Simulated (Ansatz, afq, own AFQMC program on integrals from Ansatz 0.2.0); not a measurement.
**HO, doublet: AFQMC among the cluster methods**

```xyz
2

O    -1.4726   -0.1358   -0.2744
H    -1.2687    0.6402   -0.8309
```

Basis def2-TZVP. Only valence electrons are correlated. AFQMC by an in-house program on the Cholesky factors that Ansatz 0.2.0 writes for its CCSD(T) run. The CISD trial takes its coefficients from CCSD amplitudes. Released means that phaseless walkers are propagated on without the constraint, phases kept. Uncertainties: one standard error, sampling alone.

Determinant: UHF, the one that the program's search chose, which needn't be the lowest solution. The geometry is a PBE0/def2-SVP stationary point of this or a neighbouring charge and spin state.

No full CI on the walks' own integrals is used here; CCSDT(Q) serves as the reference and is uncertain by about the last step of the cluster series.

- T1 diagnostic: 0.0079
- weight of the determinant in the CISD state: 0.949
- ⟨S²⟩ of the determinant: 0.756
- size of the correlated space: 7 electrons in 36 orbitals

Reference: CCSDT(Q), correlation energy -5.858 eV. The released energy is read at 1.50 1/Eh (meV from the phaseless value at times in 1/Eh: -5.6 ± 1.6 at 0.24, -4.7 ± 1.6 at 0.50, -7.5 ± 1.4 at 1.00, -10.0 ± 1.5 at 1.50).

```json
{"level": "HF", "E − E(reference) (kJ/mol)": "565.2", "share of correlation (%)": "0.00"}
{"level": "MP2", "E − E(reference) (kJ/mol)": "51.6", "share of correlation (%)": "90.87"}
{"level": "CCSD", "E − E(reference) (kJ/mol)": "13.9", "share of correlation (%)": "97.53"}
{"level": "CCSD(T)", "E − E(reference) (kJ/mol)": "1.4", "share of correlation (%)": "99.76"}
{"level": "CCSDT", "E − E(reference) (kJ/mol)": "0.5", "share of correlation (%)": "99.91"}
{"level": "ph-AFQMC/HF", "E − E(reference) (kJ/mol)": "3.2 ± 1.2", "share of correlation (%)": "99.43"}
{"level": "ph-AFQMC/CISD", "E − E(reference) (kJ/mol)": "0.7 ± 0.2", "share of correlation (%)": "99.88"}
{"level": "released AFQMC", "E − E(reference) (kJ/mol)": "-0.3 ± 0.1", "share of correlation (%)": "100.05"}
```

A walk keeps the symmetry of its determinant, which the program's search chose and which needn't be the lowest solution, so a lower state of the same spin and another symmetry isn't excluded. Released energies are given only where the last usable release times agree within the noise; a slower fall can still hide under it.
